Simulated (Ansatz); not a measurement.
Process, species as SMILES: NB (BH2-NH2) → [BH2] (BH2) + [NH2] (NH2)
B3LYP-D3(BJ)/def2-TZVP geometries, fixed; electronic energies without zero-point terms.

Core correlation in the bond dissociation energy at CCSD(T) with Ansatz (an electronic-structure program), in kcal/mol: frozen core against all electrons. Core-valence sets carry the plain set on hydrogen. Open shells are unrestricted.

```json
[
 {"basis": "cc-pVDZ", "functions, most": "48", "frozen core": "142.14", "all electrons": "142.73", "core term (second minus first)": "0.59"},
 {"basis": "cc-pCVDZ", "functions, most": "56", "frozen core": "142.44", "all electrons": "143.02", "core term (second minus first)": "0.57"},
 {"basis": "cc-pVTZ", "functions, most": "116", "frozen core": "146.02", "all electrons": "149.12", "core term (second minus first)": "3.10"},
 {"basis": "cc-pwCVTZ", "functions, most": "142", "frozen core": "146.39", "all electrons": "147.33", "core term (second minus first)": "0.94"},
 {"basis": "cc-pCVTZ", "functions, most": "142", "frozen core": "146.15", "all electrons": "147.01", "core term (second minus first)": "0.86"},
 {"basis": "cc-pVQZ", "functions, most": "230", "frozen core": "147.43", "all electrons": "149.36", "core term (second minus first)": "1.94"},
 {"basis": "cc-pwCVQZ", "functions, most": "288", "frozen core": "147.51", "all electrons": "148.53", "core term (second minus first)": "1.02"},
 {"basis": "cc-pCVQZ", "functions, most": "288", "frozen core": "147.46", "all electrons": "148.44", "core term (second minus first)": "0.99"}
]
```

The largest core-valence set, cc-pCVQZ, gives a core term of 0.99 kcal/mol; the valence set cc-pVQZ, which lacks functions for the core, gives 1.94.
